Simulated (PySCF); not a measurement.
**SiB: from constants to spectrum**

UHF-CCSD(T) constants of SiB, ⁴Σ⁻ (quartet), unpaired electrons σ ↑, π ↑↑ (PySCF, no relativity, basis sets Si cc-pV(D+d)Z, B cc-pVDZ; masses 27.9769 and 11.0093 u):

| Property | Result |
| --- | --- |
| ωe | 721.7 cm⁻¹ |
| ωexe | 5.25 cm⁻¹ |
| Be | 0.56339 cm⁻¹ |
| αe | 0.00554 cm⁻¹ |
| De to Si + B | 2.91 eV |

What force constant and bond length do these constants imply?

Reduced mass μred = 7.9004 u; k = 5.8918×10⁻⁷·μred·ωe² (u, cm⁻¹, mdyn/Å) = 2.42 mdyn/Å; Re = √(16.8576/(μred·Be)) (u, cm⁻¹, Å) = 1.946 Å.

Estimate the centrifugal constant D from the Kratzer relation and find the Dunham coefficient a1.

D = 4Be³/ωe² = 1.37e-06 cm⁻¹; a1 = −1 − αeωe/(6Be²) = -3.10.

Correlated steps freeze 6 core orbitals. Correlated levels converge slowly with the basis: in double zeta they bind strong bonds too weakly, by up to about 1 eV, and carry superposition errors of some tenths. The CCSD T1 diagnostic is raised, a sign that a single reference may not be enough here. The state is the lowest determinant that a PBE0 search found; another state may lie lower at other levels.
